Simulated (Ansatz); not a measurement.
Tetradymite Bi₂Se₃: Voigt–Reuss–Hill bulk modulus by level of theory

No measured value is used here.

Problem. Put these levels in order of the Voigt–Reuss–Hill bulk modulus that they give for tetradymite Bi₂Se₃, smallest first: PBE (Ansatz, a first-principles code), PBE-D3(BJ) (Ansatz), r²SCAN+rVV10 (Ansatz).

Solution. PBE (11.8 GPa), r²SCAN+rVV10 (34.1 GPa), PBE-D3(BJ) (38.3 GPa)

Unless a cell is named, each level is at its own relaxed cell (PBE 31.88, PBE-D3(BJ) 28.22, r²SCAN+rVV10 29.04 Å³/atom).

Density-functional levels without +SOC have no spin–orbit coupling. PBE: the cell comes from a level without a dispersion term, which matters for the spacing of layers, chains or molecules. PBE-D3(BJ): the dispersion coefficients are held fixed in the derivatives. Each level is taken at its own relaxed cell. Cutoffs differ between the levels. Ansatz's density-functional and Hartree–Fock values are scalar-relativistic unless marked +SOC, with PAW data made under PBE.
